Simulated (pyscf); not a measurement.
Optimised with ωB97X-D3(BJ)/def2-SVP in PySCF. Correlated levels are frozen-core, on RHF or UHF. ΔMP2 is the change of the MP2 total energy from the triple- to the quadruple-zeta basis.

SMILES: [SbH3]
```xyz
4

Sb    -0.6959    -0.0454    -0.3361
H     -0.9057     0.0411     1.3562
H     -0.7271    -1.7523    -0.3104
H     -2.3796     0.0385    -0.6066
```

Task: How much does it cost (ΔH, 298 K, CCSD(T)/def2-TZVPP + ΔMP2(QZVPP)) to split SbH₃ at its H–Sb bond into SbH₂• + H•?

Result: H–Sb to SbH₂• + H•: 280.6 kJ/mol. The CCSD(T) − MP2 part came from Ansatz, without density fitting, on the same reference. The frozen core leaves the outer d or s,p core shells of the metals and heavy elements correlated in the MP2 and CC values, and def2-TZVPP describes them poorly, which can shift differences by a few kcal/mol. Elements past Kr carry the def2 core potentials, without spin-orbit coupling.
